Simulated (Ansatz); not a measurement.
Total energies of O$_{2}$− (`[O][O-]`) radical.

| atom | x (Å) | y (Å) | z (Å) |
| --- | --- | --- | --- |
| O1 | -0.1491 | 0.0423 | -0.6424 |
| O2 | 0.1491 | -0.0423 | 0.6424 |

The species carries charge -1 and has multiplicity 2. The geometry is a stationary point of PBE0-D4/def2-TZVPD. Basis def2-TZVPPD, Ansatz.

RPA on PBE orbitals: Hartree–Fock energy of these orbitals -149.62275 Eh, correlation -0.72327 Eh (frozen core).

| functional | energy without D4 (Eh) | D4 term (kJ/mol) |
| --- | --- | --- |
| PBE | -150.26432 | -1.2 |
| revPBE | -150.37140 | -4.9 |
| BLYP | -150.40570 | -2.8 |
| r2SCAN | -150.33189 | -0.3 |
| B97M-V | -150.35192 | – |
| PBE0 | -150.24512 | -0.9 |
| B3LYP | -150.40956 | -1.9 |
| r2SCAN0 | -150.29972 | -0.3 |
| HSE06 (plane-wave form) | -150.23863 | -0.8 |
| BHLYP | -150.32236 | -1.2 |
| LC-ωPBE | -150.31697 | – |
| ωB97X-V | -150.35125 | – |
| ωB97M-V | -150.36542 | – |
| B2PLYP | -150.31280 | – |

Q: Give the same for LDA (SPW92), r2SCANh, CAM-B3LYP, PBE-QIDH. (An estimate is asked.)

A: Computed: 
| functional | energy without D4 (Eh) | D4 term (kJ/mol) |
| --- | --- | --- |
| LDA (SPW92) | -149.34365 | – |
| r2SCANh | -150.31871 | -0.3 |
| CAM-B3LYP | -150.36389 | -0.9 |
| PBE-QIDH | -150.21466 | – |

B3LYP takes the VWN-RPA correlation (the form of Gaussian; ORCA's B3LYP/G). HSE06 is the plane-wave form, built on full-range PBE exchange. The double hybrids freeze the cores in their second-order part.

LC-ωPBE has ω = 0.4 bohr⁻¹.
